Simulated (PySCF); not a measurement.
SMILES c1[nH]ccc1 (C₄H₅N), B3LYP/def2-SVP optimised geometry.

```
10

C      1.08     0.19     0.00
C      0.66    -1.17     0.00
C     -0.72    -1.17     0.00
N     -1.14     0.14     0.00
C     -0.06     0.97     0.00
H      2.11     0.55     0.00
H      1.30    -2.06     0.00
H     -1.44    -1.99     0.00
H     -2.11     0.44     0.00
H     -0.18     2.06     0.00
```

Density from B3LYP/def2-TZVP in PySCF 2.14.0 at that geometry.

Minimum of the electron density along straight lines between bonded atoms, close to the bond critical point (lines longer than 1.1 times the sum of covalent radii, or with two minima, are not listed):

```tsv
bond	length / Å	ρ at the minimum / e bohr⁻³	∇²ρ there / e bohr⁻⁵	position (fraction from the first atom)
C1–C2	1.427	0.295	-0.80	0.50
C2–C3	1.382	0.323	-0.93	0.48
C3–N4	1.373	0.309	-0.84	0.36
C1–C5	1.382	0.323	-0.93	0.48
N4–C5	1.373	0.309	-0.84	0.64
C1–H6	1.089	0.281	-0.99	0.65
C2–H7	1.089	0.281	-0.99	0.65
C3–H8	1.088	0.283	-1.01	0.65
N4–H9	1.011	0.340	-1.77	0.74
C5–H10	1.088	0.283	-1.01	0.65
```
